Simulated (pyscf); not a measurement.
PySCF, gas phase, ωB97X-D3(BJ)/def2-SVP geometries.

Question: For the elementary gas-phase step `[AsH2][InH2]` + `[H][H]` → `[AsH3]` + `[InH3]` (singlet surface; As–In, H–H broken, As–H, H–In formed), what barrier and reaction energy does ωB97M-D3(BJ)/def2-TZVP give, measured from the separated reactants?

Answer: ΔE‡ = 35.0 kcal/mol, ΔE = +11.2 kcal/mol. Zero-point energy shifts the barrier by +1.8 kcal/mol. It is a four-centre exchange, with an imaginary mode of 1420i cm⁻¹. On the product side the descent ends in a complex (not fully relaxed), 6.2 kcal/mol under the separated species and 25.1 kcal/mol under the saddle at ωB97X-D3(BJ)/def2-TZVP. At the saddle there is also a short H–In contact that neither side keeps. This is the saddle that the search found; another between the same sides may lie lower. Elements up to Kr have no core potential and no relativistic terms here. Elements past Kr carry the def2 core potentials, without spin-orbit coupling.
